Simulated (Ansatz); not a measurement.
C$_{2}$H$_{5}$F, SMILES `CCF`, relaxed with RKS PBE0-D4/def2-TZVP in Ansatz 0.2.0 from a PBE-D4/def2-SVP geometry. The force threshold is 0.005 eV/Å; the program also tests the step.

Charge 0, multiplicity 1.

Start:

```xyz
8

C    -0.504    0.116    0.573
C     0.508   -0.160   -0.521
F     0.384    0.773   -1.543
H    -0.406   -0.628    1.390
H    -1.538    0.061    0.177
H    -0.352    1.125    1.005
H     0.360   -1.176   -0.955
H     1.548   -0.110   -0.126
```

```
step  energy (eV)  largest force (eV/Å)  largest move (Å)
   1   -4869.2192                 0.508             0.000
   2   -4869.2487                 0.149             0.016
   3   -4869.2502                 0.119             0.011
   4   -4869.2513                 0.008             0.010
   5   -4869.2513                 0.003             0.001
```

End:

```xyz
8

C    -0.503    0.116    0.571
C     0.505   -0.167   -0.508
F     0.383    0.762   -1.529
H    -0.403   -0.619    1.374
H    -1.519    0.059    0.177
H    -0.348    1.110    0.994
H     0.355   -1.158   -0.949
H     1.530   -0.104   -0.129
```

Hardware: 2 threads of a server CPU on a shared host. Wall time 9.5 s, peak host memory 0.18 GiB.
